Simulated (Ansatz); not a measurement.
A calculation on body-centred tetragonal In returned lattice constant a 3.247 Å, lattice parameter c 4.947 Å, equilibrium volume per atom 26.07 Å³/atom, bulk modulus 41.9 GPa, cohesive energy 2.67 eV/atom.

For reference: lattice constant a 3.252 Å (measured, 293 K, no zero-point or thermal correction; as tabulated in Wikipedia's data pages); lattice parameter c 4.947 Å (measured, 293 K, no zero-point or thermal correction; as tabulated in Wikipedia's data pages); equilibrium volume per atom 25.70 Å³/atom (measured, copied from a table, unchecked, extrapolated to 0 K and zero-point effects removed; as tabulated in Lejaeghere et al. (2013), arXiv:1204.2733); bulk modulus 44.7 GPa (measured, copied from a table, unchecked, extrapolated to 0 K and zero-point effects removed; as tabulated in Lejaeghere et al. (2013), arXiv:1204.2733).

Which level of theory produced these numbers?
A. PBE-D4 (Ansatz, a first-principles code)
B. rVV10 (Ansatz)
C. revPBE (Ansatz)
D. r²SCAN (Ansatz)

A, PBE-D4 (Ansatz)

The others give: r²SCAN 3.246 Å, 4.986 Å, 26.26 Å³/atom, 42.3 GPa, 2.40 eV/atom; rVV10 3.331 Å, 5.067 Å, 28.11 Å³/atom, 33.6 GPa, 2.61 eV/atom; revPBE 3.342 Å, 5.083 Å, 28.39 Å³/atom, 31.5 GPa, 1.98 eV/atom.

Unless a cell is named, each level is at its own relaxed cell (PBE-D4 26.07, r²SCAN 26.27, revPBE 28.38, rVV10 28.11 Å³/atom).

Ansatz's density-functional and Hartree–Fock values are scalar-relativistic unless marked +SOC, with PAW data made under PBE.
